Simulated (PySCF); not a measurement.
## Mg: ionisation energy

Mg [Ne] 3s2 (1S) → Mg⁺ [Ne] 3s1 (2S), as a difference of total energies. Computed with PySCF 2.14 in aug-cc-pVDZ-DK, with the spin-free X2C one-electron Hamiltonian (Gaussian nucleus). Correlated levels: valence: [Ne] frozen. The calculations carry no spin-orbit coupling.

| method | ionisation energy (eV) | error (eV) |
| --- | --- | --- |
| UHF | 6.634 | -1.012 |
| LDA | 7.763 | +0.117 |
| PBE | 7.661 | +0.015 |
| PBE0 | 7.588 | -0.058 |
| r2SCAN | 7.403 | -0.243 |
| B3LYP | 7.772 | +0.126 |
| r2SCAN0 | 7.425 | -0.221 |
| LC-wPBE | 7.512 | -0.134 |
| BLYP | 7.674 | +0.028 |
| MP2 (valence) | 7.223 | -0.423 |
| SCS-MP2 (valence) | 7.341 | -0.305 |

Reference: 7.646 eV (measured; NIST Atomic Spectra Database, ionization energies).

Errors of the correlated levels include the incompleteness of this basis and the frozen core.

MP2 underrates the near-degeneracy of ns² with np² in the lower species.
